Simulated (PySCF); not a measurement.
## Electric field gradients and quadrupole coupling constants

Species: HPO.
Cartesian coordinates in Å at the PBE0-D3(BJ)/def2-SVP level; atoms count from 1:
```xyz
3
HOP angstrom
O      1.1922   -0.2937   -0.0011
P     -0.0049    0.6022   -0.0267
H     -1.1643   -0.3135    0.0028
```

Field gradients from the PBE0/pcSseg-1 density (PySCF, non-relativistic), principal values in atomic units, ordered |Vxx| ≤ |Vyy| ≤ |Vzz|:

```csv
atom,Vxx,Vyy,Vzz
O1,0.1668,1.5702,-1.7370
```

Find the asymmetry η = (Vxx − Vyy)/Vzz and the couplings χ = eQV/h (234.96 MHz × Q in barn × V in au), with Q(17O) = −0.0256 b.

| atom | environment | nucleus | η | χzz (MHz) | χxx (MHz) | χyy (MHz) |
| --- | --- | --- | --- | --- | --- | --- |
| O1 | phosphoryl oxygen | 17O | 0.81 | 10.45 | -1.00 | -9.44 |

What is Vzz at O1 in SI units (1 au = 9.71736 × 10²¹ V/m²)?

-1.7370 au = -16.879 × 10²¹ V/m².

And the gradient at the other heavy atoms, for which no coupling is worked out here?

```csv
atom,environment,Vzz (au),η
P2,phosphorus bonded to O and H,1.958,0.85
```

What couplings would deuterons (Q(2H) = 0.00286 b) have in place of the hydrogens, at this geometry?

| atom | bonded to | bond length (Å) | Vzz (au) | η | χzz (kHz) |
| --- | --- | --- | --- | --- | --- |
| H3 | P2 | 1.478 | 0.1183 | 0.08 | 79 |

Geometry: PBE0-D3(BJ)/def2-SVP; no solvent, vibrations or thermal averaging. With so small a basis the couplings can be 20 % off.

The run behind these numbers computed NMR shieldings as well. Time: 2.7 s of wall time. Hardware: one thread of an Arm Neoverse N1, shared host.
